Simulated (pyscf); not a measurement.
H₃C–C(CH₃)(CH₃)–O–Ge(OH)(OH)–OH → HO–Ge(OH)(OH)–OH + H₂C=C(CH₃)–CH₃ (elimination; singlet surface; C–O, C–H broken, H–O formed). PySCF, gas phase, ωB97X-D3(BJ)/def2-SVP geometries. Energies in kcal/mol from the reactant's lowest minimum found.

```
level                   barrier  reaction energy
----------------------  -------  ---------------
PBE/def2-TZVP              49.0            +12.6
r²SCAN/def2-TZVP           53.2            +17.1
B3LYP-D3(BJ)/def2-TZVP        ?            +15.3
PBE0-D3(BJ)/def2-TZVP      56.9            +19.0
ωB97M-D3(BJ)/def2-TZVP     57.7            +16.9
HF/def2-TZVP                  ?                ?
```

Problem. What belongs in the gaps?

Solution. 
- B3LYP-D3(BJ)/def2-TZVP, barrier: 53.7
- HF/def2-TZVP, barrier: 69.6
- HF/def2-TZVP, reaction energy: +8.7

The functionals in the table span 8.7 kcal/mol in this barrier, from PBE to ωB97M-D3(BJ). On the product side the descent ends in a complex, 6.9 kcal/mol under the separated species and 47.2 kcal/mol under the saddle at ωB97X-D3(BJ)/def2-TZVP. At ωB97X-D3(BJ) the barrier from the zero used here is 60.6 kcal/mol. One saddle was located; it need not be the lowest between these sides. Elements up to Kr have no core potential and no relativistic terms here.
